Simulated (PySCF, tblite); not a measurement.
**C3H6N radical: geometry, infrared bands and EPR parameters**

What infrared bands and EPR parameters should C3H6N radical (`N[C@H]1[CH]C1`) show?

Programs: tblite 0.8.0 and PySCF 2.14.0, with density-fitted response routines of our own. Each step states its level of theory. These are calculated values for one molecule in the gas phase, unless marked as measured. Atoms are numbered from 0 throughout.

### Step 1. Starting geometry

10 atoms, charge 0, multiplicity 2; geometry from: force field or distance geometry start.

Bonds of the start (Å): N0–C1 1.44, C1–C2 1.47, C2–C3 1.49, C3–C1 1.52, N0–H4 1.03, N0–H5 1.04, C1–H6 1.11, C2–H7 1.10, C3–H8 1.10, C3–H9 1.11.

### Step 2. Optimising the geometry with GFN2-xTB

Job settings and geometry (Å):

```
{"job": {"kind": "relax", "xc": "GFN2-xTB", "basis": "xTB"}, "charge": 0, "multiplicity": 2}
N      1.402700    -0.293900    -0.066600
C      0.168300     0.009000     0.620000
C     -0.787000     1.030400     0.169200
C     -1.065700    -0.394300    -0.166900
H      2.091900     0.456200     0.082100
H      1.269900    -0.588100    -1.053000
H      0.159200    -0.209400     1.708300
H     -0.570900     1.760500    -0.622000
H     -0.855300    -0.825400    -1.155500
H     -1.804300    -0.940400     0.462000
```

On the command line:

```
$ OMP_NUM_THREADS=1 python probes_run.py task.json out
```

One launch serves the whole session: the jobs run in the order shown.

**Question.** This job is followed by: GFN2-xTB harmonic vibrations, gas phase; UKS B3LYP, pcH-1 on C H N, non-relativistic, mean-field spin-orbit, GIAO. Predict these results of the whole session: strongest single infrared mode (GFN2-xTB); zero-point energy (GFN2-xTB); g(iso) (B3LYP); ⟨S²⟩; largest a(iso) (averaged by class); potential on the surface of density 0.002 e/bohr³, 1st and 99th percentile.

As calculated:

| quantity | value |
| --- | --- |
| strongest single infrared mode (GFN2-xTB) | 681 cm⁻¹, 154 km/mol |
| zero-point energy (GFN2-xTB) | 51.8 kcal/mol |
| g(iso) (B3LYP) | 2.00272 |
| ⟨S²⟩ | 0.753 (exact 0.75) |
| largest a(iso) (averaged by class) | 13C on C2, 262.8 MHz |
| potential on the surface of density 0.002 e/bohr³, 1st and 99th percentile | -1.59 V and 1.56 V |

In words: Over 53 steps the energy fell by 0.342 eV; of the close pairs, C3–H9 changed most, 1.113 to 1.081 Å. All 24 modes are real, so the xTB geometry is a minimum. The strongest single mode, at 681 cm⁻¹, moves mainly H7. GFN2-xTB is a fitted tight-binding method: band positions and strengths are rough. Its intensities can rank the bands wrongly. C2 carries the largest spin population, 0.89 e. The isotropic g lies 0.4 ppt above the free-electron value. These values are for one conformer; the search (at its own cheap level) found 1 more, at 1.15 kcal/mol, and measured spectra average over such forms.
